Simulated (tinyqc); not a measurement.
CIS on RHF in the sto-3g basis, frozen core, for HF, spin multiplicity 1, step by step. One step of it, computed by the program tinyqc.

Task: CIS matrix, triplets. A(ia,jb) = (e_a - e_i) d_ij d_ab - (ij|ab).

orbital energies (hartree): MO1 -25.922813, MO2 -1.419433, MO3 -0.501990, MO4 -0.462684, MO5 -0.462684, MO6 0.398726

Two-electron integrals over orbitals (pq|rs), unique and non-zero (hartree); the lowest 1 orbital is frozen and left out:
```
p,q,r,s,(pq|rs)
2,2,2,2,0.868819
3,2,2,2,-0.043585
3,2,3,2,0.139946
3,3,2,2,0.704037
3,3,3,2,-0.019159
3,3,3,3,0.690831
4,2,4,2,0.188119
4,3,4,2,-0.030664
4,3,4,3,0.037196
4,4,2,2,0.892275
4,4,3,2,-0.069311
4,4,3,3,0.691497
4,4,4,4,0.997514
5,2,5,2,0.188119
5,3,5,2,-0.030664
5,3,5,3,0.037196
5,4,5,4,0.053770
5,5,2,2,0.892275
5,5,3,2,-0.069311
5,5,3,3,0.691497
5,5,4,4,0.889973
5,5,5,5,0.997514
6,2,2,2,-0.093539
6,2,3,2,-0.072106
6,2,3,3,-0.023815
6,2,4,4,-0.092151
6,2,5,5,-0.092151
6,2,6,2,0.091891
6,3,2,2,-0.224966
6,3,3,2,0.084514
6,3,3,3,-0.098256
6,3,4,4,-0.237509
6,3,5,5,-0.237509
6,3,6,2,0.040531
6,3,6,3,0.222324
6,4,4,2,-0.030954
6,4,4,3,-0.021184
6,4,6,4,0.029485
6,5,5,2,-0.030954
6,5,5,3,-0.021184
6,5,6,5,0.029485
6,6,2,2,0.646737
6,6,3,2,0.050232
6,6,3,3,0.653997
6,6,4,4,0.629373
6,6,5,5,0.629373
6,6,6,2,-0.056423
6,6,6,3,-0.024007
6,6,6,6,0.683163
```

Give: CIS matrix A, triplet.

Result:

CIS matrix A, triplet (hartree):
```
,2>6,3>6,4>6,5>6
2>6,1.1714,-0.0502,0.0000,0.0000
3>6,-0.0502,0.2467,0.0000,0.0000
4>6,0.0000,0.0000,0.2320,0.0000
5>6,0.0000,0.0000,0.0000,0.2320
```
